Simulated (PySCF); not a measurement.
# Cost of excited-state runs on SMILES N#CC=O, C2HNO

Bonds (- single, = double, # triple, : aromatic): N1#C2 1.162 Å, C2-C3 1.472 Å, C3=O4 1.209 Å. C3 carries H5.

PySCF with density fitting, on 1 thread of an Arm Neoverse V1, shared host. Command: `OMP_NUM_THREADS=1 python excited_run.py task.json out`

Task: How long does each of these runs take, and how much memory?
- vibronic structure, B3LYP/6-31+G*; Tamm-Dancoff; with frequencies; grid level 1; writes grids
- excited-state relaxation, B3LYP/6-31+G*; state S1; TDA; with frequencies; grid level 1; writes grids
- excited-state relaxation, B3LYP/6-31+G*; state T1; TDA; grid level 1
- excited-state relaxation, B3LYP/6-31+G*; state T1; UKS; with frequencies; grid level 1

Result: 
| run | level | basis functions | wall time | peak memory (GiB) |
| --- | --- | --- | --- | --- |
| vibronic structure | B3LYP/6-31+G* | 74 | 4.3 s | 0.38 |
| excited-state relaxation | B3LYP/6-31+G* | 74 | 85 s | 0.37 |
| excited-state relaxation | B3LYP/6-31+G* | 74 | 14 s | 0.37 |
| excited-state relaxation | B3LYP/6-31+G* | 74 | 55 s | 0.37 |

Times from a shared host are rough.
